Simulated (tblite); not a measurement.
Species: C6H8 (charge +1 and doublet state).
Atom-mapped SMILES: `[CH2+:1][CH:2][C@H:3]1[CH:4]=[C:5]1[CH3:6]` (hydrogens: H7, H8 on C1; H9 on C2; H10 on C3; H11 on C4; H12, H13, H14 on C6)

Computed geometry: GFN2-xTB, gas phase. This method treats the open shell by occupation alone, without spin polarisation.

**Question.** Give the optimised bond lengths and angles.

**Answer.** 
```json
{"bond": "C1–C2", "length (Å)": "1.354"}
{"bond": "C2–C3", "length (Å)": "1.431"}
{"bond": "C3–C4", "length (Å)": "1.524"}
{"bond": "C4=C5", "length (Å)": "1.288"}
{"bond": "C5–C6", "length (Å)": "1.432"}
{"bond": "C3–C5", "length (Å)": "1.601"}
{"bond": "C1–H7", "length (Å)": "1.078"}
{"bond": "C1–H8", "length (Å)": "1.079"}
{"bond": "C2–H9", "length (Å)": "1.083"}
{"bond": "C3–H10", "length (Å)": "1.087"}
{"bond": "C4–H11", "length (Å)": "1.064"}
{"bond": "C6–H12, C6–H13, C6–H14", "length (Å)": "1.093"}
```

Bonds in one row agree within 0.01 Å and their mean is given. A selection of angles:
```json
{"angle": "C2–C1–H7", "degrees": "121.1"}
{"angle": "C2–C1–H8", "degrees": "122.0"}
{"angle": "H7–C1–H8", "degrees": "116.9"}
{"angle": "C1–C2–C3", "degrees": "123.1"}
{"angle": "C1–C2–H9", "degrees": "119.8"}
{"angle": "C3–C2–H9", "degrees": "117.1"}
{"angle": "C2–C3–C4", "degrees": "117.6"}
{"angle": "C2–C3–C5", "degrees": "126.5"}
{"angle": "C2–C3–H10", "degrees": "115.9"}
{"angle": "C4–C3–C5", "degrees": "48.6"}
{"angle": "C4–C3–H10", "degrees": "121.8"}
{"angle": "C5–C3–H10", "degrees": "110.2"}
{"angle": "C3–C4–C5", "degrees": "68.8"}
{"angle": "C3–C4–H11", "degrees": "135.5"}
{"angle": "C5–C4–H11", "degrees": "152.7"}
{"angle": "C4–C5–C6", "degrees": "162.5"}
{"angle": "C3–C5–C4", "degrees": "62.6"}
{"angle": "C3–C5–C6", "degrees": "133.4"}
{"angle": "C5–C6–H12", "degrees": "110.9"}
{"angle": "C5–C6–H14", "degrees": "109.3"}
{"angle": "H12–C6–H13", "degrees": "107.7"}
{"angle": "H12–C6–H14", "degrees": "110.2"}
```

Torsions: C1–C2–C3–C4 159° (antiperiplanar); C2–C3–C4–C5 116° (anticlinal); C3–C4–C5–C6 158° (antiperiplanar); C2–C3–C5–C4 -97° (anticlinal).

Of the pairs four or more bonds apart, H8···H10 is among the closest relative to their van der Waals radii: 2.47 Å, 103 % of the sum of Bondi's values. C2 (carbon bonded to 2 C and H) is planar (angles 123.1°, 119.8° and 117.1°, sum 360.0°, 0.00 Å off the plane of its three neighbours). C1 (carbon bonded to C and 2 H) is planar (angles 122.0°, 121.1° and 116.9°, sum 360.0°, 0.00 Å off the plane of its three neighbours). C5 (carbon bonded to 3 C) has angles 162.5°, 133.4° and 62.6°. The C–C distances run from 1.288 Å (C4=C5, drawn double) to 1.601 Å (C3–C5, drawn single), a spread of 0.313 Å. The 3-membered ring C3–C4–C5 has internal angles of 48.6° to 68.8°. C4 (carbon bonded to 2 C and H) has angles 152.7°, 135.5° and 68.8°, sum 357.0°, 0.10 Å off the plane of its three neighbours.

Point group: C1 (no symmetry element, even within 0.4 Å). Its GFN2-xTB frequencies are all real (lowest 97 cm⁻¹). Torsions: H–C1–C2–C3 176° and -4°, C1–C2–C3–C4 159°.

One conformer stands for the species.
